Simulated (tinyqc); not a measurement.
Worked calculation: CCSD on RHF in the sto-6g basis, frozen core, for CH3-, spin multiplicity 1. The basis has no diffuse functions, so it cannot describe the extra electron: this is an exercise in the method, not the real anion. One step of it, computed by the program tinyqc.

Question. Orthogonalisation. S = U s U^T; canonical form X = U s^(-1/2), so that X^T S X = 1. Each column of U has its largest component positive (the first on a tie).

overlap S, lower triangle:
```
           1C 1s     1C 2s     1C 2px     1C 2py     1C 2pz     2H 1s     3H 1s     4H 1s
1C 1s   1.000000
1C 2s   0.243228  1.000000
1C 2px  0.000000  0.000000   1.000000
1C 2py  0.000000  0.000000   0.000000   1.000000
1C 2pz  0.000000  0.000000   0.000000   0.000000   1.000000
2H 1s   0.062795  0.484497   0.461911   0.000000  -0.034044  1.000000
3H 1s   0.062801  0.484522  -0.230762   0.400156  -0.034047  0.139816  1.000000
4H 1s   0.062801  0.484522  -0.230762  -0.400156  -0.034047  0.139816  0.139642  1.000000
```

Give: eigenvalues of S; X.

Answer.

eigenvalues of S: 0.2681  0.3600  0.3602  0.9573  1.0063  1.4999  1.5004  2.0479

X:
```
              1        2        3        4        5        6        7        8
1C 1s   -0.3132   0.0000   0.0002   0.9170   0.3427  -0.0001   0.0000   0.1570
1C 2s    1.4785   0.0000  -0.0006  -0.0432   0.0531  -0.0002   0.0000   0.4471
1C 2px   0.0008   0.0000   1.1035   0.0001   0.0000   0.6118   0.0000   0.0002
1C 2py   0.0000   1.1040   0.0000   0.0000   0.0000   0.0000   0.6116   0.0000
1C 2pz  -0.0966   0.0000   0.0000  -0.3638   0.9293   0.0000   0.0000  -0.0289
2H 1s   -0.6925   0.0000  -1.0191  -0.1521  -0.0571   0.4415   0.0000   0.2961
3H 1s   -0.6918  -0.8829   0.5099  -0.1522  -0.0571  -0.2208   0.3824   0.2960
4H 1s   -0.6918   0.8829   0.5099  -0.1522  -0.0571  -0.2208  -0.3824   0.2960
```
